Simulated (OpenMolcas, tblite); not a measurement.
**C2H6Al (SMILES [CH3][Al][CH3]): the dipole moment, rung by rung**

The species is C2H6Al (9 atoms), meant as a doublet with charge 0. SMILES: `[CH3][Al][CH3]`. The shape is that of a PBE0-D4/def2-TZVP optimisation.

Quantity: the dipole moment, in D. The values are calculated.

| level | kind | program | value (D) | CPU time |
| --- | --- | --- | --- | --- |
| IPEA1-xTB | semi-empirical | tblite | 0.14 | under 2 s |
| UHF/def2-SVPD | Hartree–Fock | OpenMolcas | 0.29 | 28 s |
| USVWN5/def2-SVPD | LDA | OpenMolcas | 0.55 | 61 s |
| UPBE/def2-SVPD | GGA | OpenMolcas | 0.50 | 95 s |
| U-r2SCAN/def2-SVPD | meta-GGA | OpenMolcas | 0.47 | 1.7 min |
| UBHLYP/def2-SVPD | global hybrid | OpenMolcas | 0.27 | 86 s |

The values span 0.14 to 0.55 D. Magnitudes only. Times are those of the runs behind each value, whatever else they computed, on shared processors of several kinds: orders of magnitude only.
